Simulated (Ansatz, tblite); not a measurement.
# The cluster Si2B2: rung by rung

How do method and basis change the picture of the cluster Si2B2 (singlet)?

Method: as each input shows; program: Ansatz 0.2.0, Gaussian basis.

The runs, in order: GFN1-xTB, GFN2-xTB, PBE-D4/def2-TZVP, r2SCAN-D4/def2-TZVP, r2SCANh-D4/def2-TZVP, ωB97X-V/def2-TZVP, CAM-B3LYP-D4/def2-TZVP, B97M-V/def2-TZVP, revPBE-D4/def2-TZVP, LC-ωPBE(0.10)/def2-TZVP, LC-ωPBE(0.15)/def2-TZVP, LC-ωPBE(0.20)/def2-TZVP, LC-ωPBE(0.30)/def2-TZVP, PBE-D4/def2-SVP, PBE0-D4/def2-SVP, HF/STO-3G, HF/6-31G, B3LYP-D4/6-31G, PBE0-D4/def2-TZVPD, PBE-D4/def2-TZVPD, r2SCAN-D4/def2-TZVPD, CCSD(T)/def2-TZVPP, MP2/def2-TZVP, RPA/def2-TZVP, CCSD(T)/def2-TZVPD.

## Step 1: The geometry

The geometry is that of the singlet, from an earlier relaxation (B3LYP-D4/def2-TZVP). At that level it is the lowest of the isomers that a small search found.

4 atoms, charge 0, spin multiplicity 1.

Bond lengths: B1–B2 1.617 Å, B1–Si3 1.928 Å, B1–Si4 1.952 Å, B2–Si3 1.952 Å, B2–Si4 1.928 Å. Angles: B2–B1–Si3 66.1°, B2–B1–Si4 64.6°, Si3–B1–Si4 130.8°, B1–B2–Si3 64.6°, B1–B2–Si4 66.1°, Si3–B2–Si4 130.7°, B1–Si3–B2 49.3°, B1–Si4–B2 49.3°.

PBE0-D4/def2-TZVP was run before; its log isn't repeated, and its numbers join the tables.

## Step 2: GFN1-xTB

Tight binding, by tblite at 300 K electronic temperature and without a spin-polarisation term:

```python
tblite.interface.Calculator('GFN1-xTB', numbers, positions, charge=0, uhf=0).singlepoint()
```

Energy -170.1146 eV, HOMO -9.33 eV, LUMO -8.61 eV; 0.002 s.

## Step 3: GFN2-xTB

Tight binding, by tblite at 300 K electronic temperature and without a spin-polarisation term:

```python
tblite.interface.Calculator('GFN2-xTB', numbers, positions, charge=0, uhf=0).singlepoint()
```

Energy -151.8144 eV, HOMO -6.14 eV, LUMO -5.97 eV; 0.003 s.

## Step 4: PBE-D4/def2-TZVP

start.molden holds the orbitals of an earlier run on this state, given as this run's starting guess.

in.yaml

```yaml
crystal:
  periodic: [false, false, false]
  atoms:
    - {symbol: B, position_ang: [0.655220, 0.469787, 0.059905]}
    - {symbol: B, position_ang: [-0.655338, -0.470059, -0.060000]}
    - {symbol: Si, position_ang: [-0.974413, 1.443490, -0.277544]}
    - {symbol: Si, position_ang: [0.974531, -1.443208, 0.277648]}
basis:
  gaussian: {orbitals: def2-TZVP, initial_orbitals: start.molden}
hamiltonian: {xc: pbe, dispersion: d4}
scf: {omitted_lower_state_checks: [starts]}
output: {orbitals: {seedname: orbitals}}
```

On the command line:

```bash
$ ansatz run in.yaml --threads 4 --pin off --events-out ev --progress --plain --max-ram 3916MiB
```

Further steps of the session: r2SCAN-D4/def2-TZVP; r2SCANh-D4/def2-TZVP; ωB97X-V/def2-TZVP; CAM-B3LYP-D4/def2-TZVP; B97M-V/def2-TZVP; revPBE-D4/def2-TZVP; LC-ωPBE(0.10)/def2-TZVP; LC-ωPBE(0.15)/def2-TZVP; LC-ωPBE(0.20)/def2-TZVP; LC-ωPBE(0.30)/def2-TZVP; PBE-D4/def2-SVP; PBE0-D4/def2-SVP; HF/STO-3G; HF/6-31G; B3LYP-D4/6-31G; PBE0-D4/def2-TZVPD; PBE-D4/def2-TZVPD; r2SCAN-D4/def2-TZVPD; CCSD(T)/def2-TZVPP; MP2/def2-TZVP; RPA/def2-TZVP; CCSD(T)/def2-TZVPD.

Q: Predict the results of all the runs planned. Wanted: gap in def2-TZVP, named functionals, smallest and largest; gap over the ω; correlation energy, CCSD(T)/def2-TZVPP; correlation energy, MP2/def2-TZVP; correlation energy, CCSD(T)/def2-TZVPD; binding an atom, functionals in def2-TZVP; PBE0 total energy, smallest basis above largest.

**Answer**, as computed:

| quantity | value |
| --- | --- |
| gap in def2-TZVP, named functionals, smallest and largest | 0.65 eV (PBE-D4), 6.55 eV (ωB97X-V) |
| gap over the ω (1/bohr) | 3.44 eV at 0.1, 6.27 eV at 0.3 |
| correlation energy, CCSD(T)/def2-TZVPP | -12.03 eV |
| correlation energy, MP2/def2-TZVP | -10.38 eV |
| correlation energy, CCSD(T)/def2-TZVPD | -11.99 eV |
| binding an atom, functionals in def2-TZVP | 3.10 (CAM-B3LYP-D4) to 3.46 eV (PBE-D4) |
| PBE0 total energy, smallest basis above largest | 6.76 eV (def2-SVP, def2-TZVPD) |

Orbital gaps of the named functionals in def2-TZVP span 0.65 eV (PBE-D4) to 6.55 eV (ωB97X-V); exact exchange widens it. Raising the ω (1/bohr) from 0.1 to 0.3 moves the HOMO by -1.56 eV and the LUMO by +1.27 eV. Notes on CCSD(T)/def2-TZVPP: large T1 diagnostic.
